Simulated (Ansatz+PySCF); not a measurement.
Values are calculated unless marked as measured or tabulated.
Input for Ansatz (development build ahead of 0.2.0):

```yaml
crystal:
  periodic: [false, false, false]
  atoms:
    - { symbol: C, position_ang: [0.79301, -3.0e-05, -0.01633] }
    - { symbol: C, position_ang: [-0.69458, 9.0e-05, 0.00094] }
    - { symbol: H, position_ang: [1.35062, -0.92651, 0.04445] }
    - { symbol: H, position_ang: [1.35108, 0.92613, 0.04451] }
    - { symbol: H, position_ang: [-1.10803, 0.89014, -0.48308] }
    - { symbol: H, position_ang: [-1.10841, -0.88208, -0.49725] }
    - { symbol: H, position_ang: [-1.08617, -0.00826, 1.01028] }
basis:
  gaussian: { orbitals: cc-pVTZ }
magnetization:
  initial_magnetization: 1
hamiltonian:
  xc: hf
correlation:
  method: mp2
  frozen_orbitals: { C: 1, H: 0 }
output:
  forces: true
```

The input is written out in the form of the current development build from the run's settings. Correlation on restricted open-shell orbitals is semicanonical, with singles.

Results

```
Converged                       : yes
Reference energy                : -78.62297 hartree
Correlation energy              : -0.33605 hartree
Total energy                    : -78.95902 hartree
Spin squared of the determinant : 0.750
Stability test                  : minimum among restricted orbitals
```

Forces (eV/Å):
| atom | Fx | Fy | Fz |
| --- | --- | --- | --- |
| C1 | 0.165 | 0.000 | 0.003 |
| C2 | -0.022 | 0.003 | -0.487 |
| H3 | -0.121 | 0.172 | -0.009 |
| H4 | -0.121 | -0.172 | -0.009 |
| H5 | 0.105 | -0.159 | 0.049 |
| H6 | 0.106 | 0.159 | 0.051 |
| H7 | -0.113 | -0.003 | 0.402 |
